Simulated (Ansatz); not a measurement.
# AlBH (quartet): wave-function methods side by side, 6-31G

Aim: climb from Hartree-Fock through coupled cluster and multireference methods for AlBH (quartet) at one geometry and basis, and see what each rung misses.

The runs use Ansatz 0.2.0, Gaussian basis; 6-31G, core rule «outside noble gas», up to 6 orbitals frozen.

To be run: UHF; CCSD(T) on ROHF; CCSD(T) on UHF; BCCD(T) on ROHF; CISD as a restricted active space (open shells left free, so some higher excitations enter); CCSDT(Q) on ROHF; CCSDT(Q) on UHF; CISDTQ; CCSDTQ on ROHF; CCSDTQ on UHF; CASSCF and MRCISD+Q, 7 electrons in 9 orbitals; CASSCF and NEVPT4(SD), 7 electrons in 9 orbitals; CASSCF and NEVPT2, 7 electrons in 9 orbitals; Full CI.

18 further runs of the same task are left out: 3 that didn't finish, 15 set aside as unsound or not needed. Runs told in other sessions of the task aren't counted.

## Step 1: What is computed

The geometry is a PBE0/def2-TZVP stationary point (not a proven minimum) of the parent state, kept for this charge and spin.

3 atoms, charge 0, spin multiplicity 4.

Atoms are counted from 1 here; the program's logs count them from 0.

Bond lengths: B1–Al2 2.077 Å, Al2–H3 1.601 Å. Angles: B1–Al2–H3 125.0°.

## Step 2: UHF

The input, in.yaml:

```yaml
crystal:
  periodic: [false, false, false]
  atoms:
    - {symbol: B, position_ang: [0.000000, -0.138799, 1.515922]}
    - {symbol: Al, position_ang: [0.000000, 0.096806, -0.547327]}
    - {symbol: H, position_ang: [0.000000, -1.102664, -1.608146]}
basis:
  gaussian: {orbitals: 6-31G}
magnetization: {spin_polarized: true, initial_magnetization: 3}
hamiltonian: {xc: hf}
output: {orbitals: {seedname: orbitals}}
```

Run with:

```bash
$ ansatz run in.yaml --threads 1 --pin off --events-out ev --progress --plain --max-ram 2393MiB
```

After this run come: CCSD(T) on ROHF; CCSD(T) on UHF; BCCD(T) on ROHF; CISD as a restricted active space (open shells left free, so some higher excitations enter); CCSDT(Q) on ROHF; CCSDT(Q) on UHF; CISDTQ; CCSDTQ on ROHF; CCSDTQ on UHF; CASSCF and MRCISD+Q, 7 electrons in 9 orbitals; CASSCF and NEVPT4(SD), 7 electrons in 9 orbitals; CASSCF and NEVPT2, 7 electrons in 9 orbitals; Full CI.

**Question.** What will the summary of the whole plan be? Wanted: FCI from the RHF energy; RMP2 from FCI; UMP2 from FCI; RCCSD from FCI; RCCSD(T) from FCI; UCCSD(T) from FCI; RCCSDT(Q) from FCI; UCCSDT(Q) from FCI; NEVPT2 valence from FCI.

As calculated:

| quantity | value |
| --- | --- |
| FCI from the ROHF energy | -2.2176 eV |
| RMP2 from FCI | +869.9 meV |
| UMP2 from FCI | +846.6 meV |
| RCCSD from FCI | +106.5 meV |
| RCCSD(T) from FCI | +40.8 meV |
| UCCSD(T) from FCI | +39.6 meV |
| RCCSDT(Q) from FCI | +2.2 meV |
| UCCSDT(Q) from FCI | +1.9 meV |
| NEVPT2 valence from FCI | +168.9 meV |
| NEVPT4(SD) valence from FCI | +28.2 meV |
| MRCISD+Q valence from FCI | +6.9 meV |
| levels within 1 kcal/mol (43 meV) | RCCSD(T), UCCSD(T), BCCD(T), RCCSDT, UCCSDT, CISDTQ, RCCSDT(Q), UCCSDT(Q), RCCSDTQ, UCCSDTQ, NEVPT4(SD) valence, MRCISD valence, MRCISD+Q valence |
| T1 diagnostic | 0.074 |
| effectively unpaired electrons | 3.05 |

What this shows: RCCSD(T) misses by +40.8 meV, 1.8 % of the correlation energy. The occupations are near whole numbers, but T1 = 0.074 shows that the orbitals relax strongly. Of the multireference levels listed MRCISD+Q valence comes nearest in total energy (+6.9 meV), which doesn't show that its space is the better one. These misses are within one basis, not against nature; the frozen cores of restricted and unrestricted runs differ, which can shift their rows.

Levels on UHF freeze UHF's core orbitals, full CI those of ROHF, so the U rows can settle a little off it for that reason alone.

With open shells the CI space here admits some higher excitations, so it is larger than plain CISD.
